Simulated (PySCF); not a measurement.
# SMILES [S@]1(=O)CC[C@@H]1F, C$_{3}$H$_{5}$FOS

Geometry (Å), atoms numbered from 1 in this order:
```xyz
11

O     0.226    2.055    1.166
S     0.222    1.548   -0.194
C    -1.116    0.238   -0.295
C    -0.165   -0.861    0.168
C     1.112   -0.139   -0.228
F     2.163   -0.273    0.616
H    -1.433    0.135   -1.329
H    -1.964    0.443    0.350
H    -0.193   -0.967    1.252
H    -0.309   -1.841   -0.289
H     1.462   -0.335   -1.244
```

Method used: PySCF 2.14.0, TDDFT B3LYP/def2-SVPD circular dichroism and optical rotation, one conformer, gas phase. Geometry: GFN2-xTB.

States above about 6.7 eV lie in this functional's continuum (it starts at minus the energy of the highest occupied orbital, well below the true ionisation energy for most functionals) and depend on the basis.

Stereocentres: S2 R, C5 R.

Q: Give the optical rotatory dispersion at 633, 589.3, 546, 436, 405, 365, 355 nm.

A: [α] in deg dm⁻¹ (g/mL)⁻¹:
```
λ (nm)  origin-invariant length gauge  modified velocity gauge  length gauge (centre of mass)  isotropic polarisability (au)
   633                          -45.6                    -29.7                          -44.2                           61.5
 589.3                          -51.7                    -33.5                          -50.0                           61.7
   546                          -58.8                    -37.8                          -56.7                           62.1
   436                          -77.5                    -47.6                          -73.2                           63.4
   405                          -78.0                    -46.2                          -72.2                           64.1
   365                          -59.9                    -30.7                          -50.3                           65.3
   355                          -47.4                    -21.3                          -36.2                           65.7
```

Q: And for the mirror image at 589.3 nm?

A: +51.7 deg dm⁻¹ (g/mL)⁻¹ (origin-invariant length gauge): the same size and the opposite sign.

Q: What is the molar rotation [Φ] = [α]·M/100 of the geometry above at 589.3 nm?

A: With M = 108.13 g/mol, -55.9 deg cm² dmol⁻¹ (origin-invariant length gauge).

The first excitation lies at 4.97 eV (250 nm) with R = +2.6 × 10⁻⁴⁰ esu² cm² (velocity form).
